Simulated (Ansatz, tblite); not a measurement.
Removing an electron: the cluster Al3H4⁻ (the lowest singlet isomer of a short search). The state is a singlet with charge -1. Geometry: r2SCAN-D4/def2-TZVPD. Ansatz, gas phase; energy differences of separate SCF runs; the oxidised species was run as a doublet alone.

Cartesian coordinates in Å:
```
Al -0.286 -0.670 -0.980
Al -0.185 -0.311 1.691
Al 0.728 1.562 0.145
H -1.708 -0.623 -1.758
H 1.377 0.432 1.336
H 0.684 -1.743 -1.712
H -0.610 1.353 1.279
```

The xTB rows come from tblite. The structure comes from a short search, and lower isomers may exist.

```
             level  −HOMO (eV)  vertical IE (eV)  −LUMO (eV)  HOMO–LUMO gap (eV)                                                                   remarks
          GFN2-xTB        1.70              4.82        0.86                0.84                                                                         –
 PBE-D4/def2-TZVPD       -0.14              1.95       -0.94                0.81  HOMO above zero (-1 singlet), restricted SCF unstable in HF (-1 singlet)
PBE0-D4/def2-TZVPD        0.52              1.94       -1.54                2.05                                restricted SCF unstable in HF (-1 singlet)
```

(1) Estimate the rows for GFN1-xTB, r2SCAN-D4/def2-TZVPD.

## Answers

(1) 
| level | −HOMO (eV) | vertical IE (eV) | −LUMO (eV) | HOMO–LUMO gap (eV) | remarks |
| --- | --- | --- | --- | --- | --- |
| GFN1-xTB | 3.43 | 5.85 | 0.84 | 2.59 | – |
| r2SCAN-D4/def2-TZVPD | -0.03 | 1.88 | -1.01 | 0.98 | HOMO above zero (-1 singlet), restricted SCF unstable in HF (-1 singlet) |

  A HOMO above zero means that the electron is unbound at that level or that self-interaction error raises the level; the energy of removing that electron tells which. Raw xTB energy differences between charge states are shifted by several eV; the methods need an empirical correction for them.
